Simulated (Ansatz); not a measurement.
## SiHClO (SMILES O[Si]Cl): the vertical energy of the triplet above the singlet, rung by rung

SiHClO has 4 atoms, charge 0, and is taken as a singlet. SMILES: `O[Si]Cl`. Geometry: relaxed at PBE0-D4/def2-TZVP.

Quantity: the vertical energy of the triplet above the singlet, in eV. The values are calculated.

| level | kind | program | value (eV) |
| --- | --- | --- | --- |
| HF/STO-3G | Hartree–Fock | Ansatz | 2.96 |
| revPBE/STO-3G | GGA | Ansatz | 3.98 |
| BHLYP/STO-3G | global hybrid | Ansatz | ? |
| PBE0/STO-3G | global hybrid | Ansatz | 3.81 |
| r2SCAN0/STO-3G | hybrid meta-GGA | Ansatz | ? |
| CAM-B3LYP/STO-3G | range-separated hybrid | Ansatz | 3.87 |
| wB97X/STO-3G | range-separated hybrid | Ansatz | 3.83 |
| CCSDT(Q)/STO-3G | coupled cluster or CI | Ansatz | 3.73 |
| FCI/STO-3G | exact in the basis | Ansatz | 3.72 |

Question: Estimate what the levels marked ? give.

Answer: As computed at these levels: BHLYP/STO-3G: 3.75 eV; r2SCAN0/STO-3G: 3.67 eV. The values span 2.96 to 3.98 eV. All rows use very small basis sets, so even the best lies far from the true value.
